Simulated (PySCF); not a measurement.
# Protonation sites of methanethiol

System: methanethiol, `CS` (CH4S). Numbering: `[CH3:1][SH:2]`

Computed at ωB97X-D3(BJ)/def2-TZVP // PBE0-D3(BJ)/def2-SVP with PySCF (density fitting, grid level 2). Zero-point and thermal terms (298.15 K, 1 bar) come from unscaled PBE0-D3(BJ)/def2-SVP harmonic frequencies, with soft modes damped to free rotors in the entropy.

```tsv
site	product	PA / kJ/mol	GB / kJ/mol
S2 (thiol sulfur)	C[SH2+]	789	758
```

PA is −ΔH and GB is −ΔG of B + H⁺ → BH⁺ in the gas phase. Sites whose products fell apart, merged with another or lost in a GFN2-xTB screen aren't listed.

In ethanol the product from S2 is solvated 265 kJ/mol more strongly than the parent (electrostatics only).

Measured values (NIST Chemistry WebBook, evaluated or the median of agreeing entries): proton affinity (−ΔH) 773 kJ/mol (computed 789, difference 16); gas-phase basicity (−ΔG) 742 kJ/mol (computed 758, difference 16).

Run with `OMP_NUM_THREADS=1 python redox_run.py task.json out` on 1 thread of Arm Neoverse N1, a shared host. Structures, frequencies and single points: 66 s of wall time.
